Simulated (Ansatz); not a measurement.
A made-up structure of AlSiH3F, doublet:

```xyz
6
angstrom
F -2.1618 -1.5592 0.1753
Si -0.4278 -1.1670 -0.0869
Al 0.5344 1.2900 0.0844
H 0.3339 -2.6074 -0.4286
H 2.2765 1.4143 -0.2171
H -0.5551 2.6294 0.4728
```

It is relaxed with PBE-D4/def2-SVP and then PBE0-D4/def2-TZVP (Ansatz 0.2.0). Atoms count as bonded within 1.22 times the sum of their covalent radii (H–H: 0.88 Å). The end point is not checked to be a true minimum.

Q: Does its bonding change? (A judgement: the text doesn't fix the answer.)

A: The calculation gives: No: no bond forms or breaks.

Where it ends: The first stage lowers the energy by 1.02 eV in 5 steps. It ends as AlSiH₃F ([F][SiH][AlH2]):
```xyz
6
angstrom
F -1.9302 -1.3916 0.1568
Si -0.3819 -1.0420 -0.0774
Al 0.4770 1.1515 0.0753
H 0.2983 -2.3280 -0.3830
H 2.0325 1.2628 -0.1936
H -0.4957 2.3473 0.4219
```

Labels in which every atom is bracketed show which atoms are joined, not bond orders.

For scale, one of the runs: PBE0-D4/def2-TZVP relaxation, 123 basis functions, launched by `ansatz run in.yaml --threads 2 --pin off --events-out ev --progress --plain --max-ram 4352MiB`. The run took about 45 s on 2 CPU threads of an Intel Xeon (shared host).
